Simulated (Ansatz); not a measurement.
Results of r²SCAN+rVV10 (Ansatz, a program for electronic structure, plane waves, PAW) for bcc Nb.

Numerical settings: plane-wave cutoff 500 eV, 30×30×30 k mesh, Fermi–Dirac smearing 0.1 eV, no spin polarisation, scalar-relativistic PAW data made under PBE.

Computed at the level's own relaxed cell.

Q: Give the computed equilibrium volume per atom and lattice parameter a.

A: 
- equilibrium volume per atom = 17.89 Å³/atom
- lattice parameter a = 3.295 Å

Measured, for comparison: equilibrium volume per atom 17.87 Å³/atom, lattice constant a 3.294 Å (static lattice: zero-point anharmonic expansion removed; as tabulated in Mejia-Rodriguez and Trickey (2018), arXiv:1807.09216). Computed (rounded) less measured: equilibrium volume per atom +0.1 %, lattice constant a 0.0 %.

The computed numbers hold no vibrational or temperature effects.
